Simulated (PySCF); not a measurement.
```xyz
3
charge 0 multiplicity 2, angstrom
Li    0.0000   -1.5014    0.0000
Li    1.6831    0.7507    0.0000
Li   -1.6831    0.7507    0.0000
```

These are results of UPBE0 in PySCF with Li def2-TZVP; no relativity; density-fitted integrals, not measurements.

This geometry of Li₃ is a stationary point at this level.

Q: What is the point group?

A: C2v.

Q: Is it a minimum?

A: Yes: all harmonic wavenumbers are real.

Q: Which band is strongest in the infrared?

A: 318 cm⁻¹ (a1), 20 km/mol.

Q: What are the dipole moment and the gap between the highest occupied and lowest empty levels of either spin?

A: 0.43 D and 1.53 eV.

This need not be the most stable arrangement of these atoms.
